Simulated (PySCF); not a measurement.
A GIAO shielding run with PySCF 2.14.0 with density-fitted response routines (density fitting, non-relativistic, gas phase) on SMILES C(F)(F)(F)F, CF$_{4}$:

```
$ OMP_NUM_THREADS=1 python probes_run.py task.json out

{"job": {"kind": "nmr", "xc": "CAM-B3LYP", "basis": "pcSseg-2", "pop": false}, "charge": 0, "multiplicity": 1}
F     -0.227032     0.157017    -1.286457
C     -0.000280     0.000071     0.000003
F     -0.772034    -0.957360     0.468186
F      1.261721    -0.322970     0.185268
F     -0.262385     1.123238     0.633000
```

Hardware: 1 thread of an Arm Neoverse N1, shared host.

(1) How large is the calculation?

(2) How long does it take, and how much memory does it need?

(3) And these other runs on the same molecule and hardware: GIAO shielding at BHandHLYP/pcSseg-2; GIAO shielding at LC-wPBE/pcSseg-2; GIAO shielding at PBE0/6-311+G(2d,p); GIAO shielding at PBE0/6-31G; GIAO shielding at PBE0/6-31G*; GIAO shielding at PBE0/STO-3G?

Results:

(1) 42 electrons, 180 basis functions and 488 auxiliary functions.

(2) 19 s of wall time, with 12 SCF cycles and 5 response iterations; peak memory 0.73 GiB. Times on a shared host scatter by some tens of per cent.

(3) BHandHLYP/pcSseg-2: 180 functions, 14 s; LC-wPBE/pcSseg-2: 180 functions, 23 s; PBE0/6-311+G(2d,p): 135 functions, 9.8 s; PBE0/6-31G: 45 functions, 3.4 s; PBE0/6-31G*: 70 functions, 4.9 s; PBE0/STO-3G: 25 functions, 1.8 s.
